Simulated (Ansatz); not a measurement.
**[SiH3···H···H], doublet in cc-pVDZ: errors against UCCSDT(Q)**

Geometry: a point of a hydrogen-transfer path between rigid fragments, not a stationary point.

```csv
atom,x (Å),y (Å),z (Å)
Si,-0.0934,0.0000,0.0000
H,-0.5882,1.3997,0.0000
H,-0.5882,-0.6999,1.2122
H,-0.5882,-0.6999,-1.2122
H,1.6426,0.0000,0.0000
H,2.7236,0.0000,0.0000
```

Basis cc-pVDZ; Ansatz 0.2.0. Only valence electrons are correlated (noble-gas cores frozen), which leaves 9 electrons in 38 orbitals. Prefix R: restricted or restricted open-shell reference; prefix U: unrestricted. Active spaces: pair = (3e, 3o) about the gap; valence = (9e, 9o) chosen from the atoms' valence shells.

Full CI isn't at hand for all of this; UCCSDT(Q) serves as the reference, and is uncertain by about the last step of the cluster series. The frozen core follows each run's orbitals, which can shift R against U totals by a few meV.

For open shells CISD is restricted-active-space CI with the open shells as a complete middle space.

- UHF ⟨S²⟩: 0.787
- T1 diagnostic (RCCSD): 0.0281
- largest doubles amplitude (RCCSD): 0.050
- T1 diagnostic (UCCSD): 0.0177

```json
{"level": "RHF", "E − E(UCCSDT(Q)) (kJ/mol)": "453.7", "share of correlation (%)": "0.00", "wall time": "–"}
{"level": "UHF", "E − E(UCCSDT(Q)) (kJ/mol)": "431.6", "share of correlation (%)": "4.88", "wall time": "–"}
{"level": "RMP2", "E − E(UCCSDT(Q)) (kJ/mol)": "104.2", "share of correlation (%)": "77.02", "wall time": "–"}
{"level": "UMP2", "E − E(UCCSDT(Q)) (kJ/mol)": "104.7", "share of correlation (%)": "76.92", "wall time": "–"}
{"level": "CISD", "E − E(UCCSDT(Q)) (kJ/mol)": "37.2", "share of correlation (%)": "91.80", "wall time": "1.9 s"}
{"level": "RCCSD", "E − E(UCCSDT(Q)) (kJ/mol)": "10.8", "share of correlation (%)": "97.61", "wall time": "–"}
{"level": "UCCSD", "E − E(UCCSDT(Q)) (kJ/mol)": "10.4", "share of correlation (%)": "97.71", "wall time": "–"}
{"level": "RCCSD(T)", "E − E(UCCSDT(Q)) (kJ/mol)": "2.3", "share of correlation (%)": "99.48", "wall time": "3.9 s"}
{"level": "UCCSD(T)", "E − E(UCCSDT(Q)) (kJ/mol)": "2.4", "share of correlation (%)": "99.48", "wall time": "3.7 s"}
{"level": "BCCD(T)", "E − E(UCCSDT(Q)) (kJ/mol)": "2.3", "share of correlation (%)": "99.49", "wall time": "2.1 s"}
{"level": "RCCSDT", "E − E(UCCSDT(Q)) (kJ/mol)": "0.3", "share of correlation (%)": "99.94", "wall time": "–"}
{"level": "UCCSDT", "E − E(UCCSDT(Q)) (kJ/mol)": "0.2", "share of correlation (%)": "99.95", "wall time": "–"}
{"level": "RCCSDT(Q)", "E − E(UCCSDT(Q)) (kJ/mol)": "0.0", "share of correlation (%)": "100.00", "wall time": "29 s"}
{"level": "CASSCF (pair space)", "E − E(UCCSDT(Q)) (kJ/mol)": "388.9", "share of correlation (%)": "14.29", "wall time": "–"}
{"level": "NEVPT2 (pair space)", "E − E(UCCSDT(Q)) (kJ/mol)": "94.5", "share of correlation (%)": "79.17", "wall time": "1.2 s"}
{"level": "CASSCF (valence space)", "E − E(UCCSDT(Q)) (kJ/mol)": "274.4", "share of correlation (%)": "39.52", "wall time": "–"}
{"level": "NEVPT2 (valence space)", "E − E(UCCSDT(Q)) (kJ/mol)": "85.7", "share of correlation (%)": "81.11", "wall time": "5.5 s"}
{"level": "MRCISD (valence space)", "E − E(UCCSDT(Q)) (kJ/mol)": "15.3", "share of correlation (%)": "96.62", "wall time": "–"}
{"level": "MRCISD+Q (valence space)", "E − E(UCCSDT(Q)) (kJ/mol)": "2.0", "share of correlation (%)": "99.57", "wall time": "9.5 s"}
```

The correlation energy at UCCSDT(Q), counted from RHF, is -4.703 eV. That run took 25 s on 1 thread of Arm Neoverse N1, shared host.

Times hold each run's SCF and search for its determinant on a shared host, so for small cases they say little of a method's own cost; they ran on 1 thread of Arm Neoverse N1.

Natural occupations of CASSCF (valence space) about the gap: 1.985 1.976 1.976 1.961 1.001 0.040 0.023 0.018 0.018; effectively unpaired electrons, Σ n²(2−n)², 1.02.
